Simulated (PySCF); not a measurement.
## Deuteron quadrupole couplings in `C[C@@H]1C[P@]1(=O)P`

Species: C₃H₈OP₂.
Z-matrix (Å and degrees, GFN2-xTB geometry), rows numbered from 1:
```
C 
C   1  1.5032
C   2  1.5555  1  116.56
P   3  1.8157  2   64.77  1  -115.13
O   4  1.4750  2  123.46  3   105.77
P   4  2.1750  2  113.11  3   -99.95
H   1  1.0886  2  111.03  3   168.88
H   1  1.0901  2  110.17  3    48.57
H   1  1.0904  2  110.26  3   -71.00
H   2  1.0860  1  114.92  3   137.69
H   3  1.0818  2  116.49  4  -109.51
H   3  1.0802  2  115.26  4   113.46
H   6  1.3951  4   89.19  2   160.71
H   6  1.3963  4   89.74  2  -107.37
```

Level: PBE0/pcSseg-1 (PySCF, non-relativistic); Q(2H) = 0.00286 b; rigid geometry, the same for H and D, with no vibrational averaging.

Question: Rank these positions by the coupling χzz of a deuteron there, largest first.
A. H10 (methine hydrogen)
B. H8 (methyl hydrogen)
C. H11 (methylene hydrogen)
D. H13 (P–H hydrogen)

Answer: C (222 kHz), A (214 kHz), B (204 kHz), D (132 kHz).

Q: What are Vzz, η and χzz (234.96 MHz × Q × Vzz) at all hydrogens?

A: 
```json
{"atom": "H7", "bonded to": "C1", "bond length (Å)": "1.089", "Vzz (au)": "0.3124", "η": "0.02", "χzz (kHz)": "210"}
{"atom": "H8", "bonded to": "C1", "bond length (Å)": "1.090", "Vzz (au)": "0.3039", "η": "0.04", "χzz (kHz)": "204"}
{"atom": "H9", "bonded to": "C1", "bond length (Å)": "1.090", "Vzz (au)": "0.3091", "η": "0.02", "χzz (kHz)": "208"}
{"atom": "H10", "bonded to": "C2", "bond length (Å)": "1.086", "Vzz (au)": "0.3179", "η": "0.07", "χzz (kHz)": "214"}
{"atom": "H11", "bonded to": "C3", "bond length (Å)": "1.082", "Vzz (au)": "0.3302", "η": "0.07", "χzz (kHz)": "222"}
{"atom": "H12", "bonded to": "C3", "bond length (Å)": "1.080", "Vzz (au)": "0.3325", "η": "0.06", "χzz (kHz)": "223"}
{"atom": "H13", "bonded to": "P6", "bond length (Å)": "1.395", "Vzz (au)": "0.1968", "η": "0.08", "χzz (kHz)": "132"}
{"atom": "H14", "bonded to": "P6", "bond length (Å)": "1.396", "Vzz (au)": "0.1957", "η": "0.08", "χzz (kHz)": "132"}
```

Q: Average by the element that carries the hydrogen.

A: on C: 213 kHz over 6 positions, mean bond length 1.086 Å; on P: 132 kHz over 2 positions, mean bond length 1.396 Å.

Q: How does χzz go with the bond length over the 6 C–H bonds?

A: A straight-line fit has a slope of -17.6 kHz for each 0.01 Å, with a correlation coefficient of -0.98, over lengths from 1.080 to 1.090 Å. The longer bonds have the smaller couplings here.

Q: A static deuteron (I = 1) shows a doublet split by (3/2)χ, (3/4)χ(1 + η) and (3/4)χ(1 − η) with the field along z, y and x of the gradient. What are these for H10?

A: With |χ| = 213.6 kHz and η = 0.075: 320, 172 and 148 kHz, to first order and without motion.

Isolated species at its GFN2-xTB geometry (one conformer only). GFN2-xTB bond lengths can be off by several hundredths of an ångström, more for odd bonds, and the gradients follow them. A larger basis could move these couplings by a tenth or more.

The run behind these numbers computed NMR shieldings as well. Time: 19 s (with the writing of density and orbital grids); peak memory 0.72 GiB. Hardware: Arm Neoverse V2, one thread, no GPU, shared host with 192 logical CPUs at a one-minute load of 17.
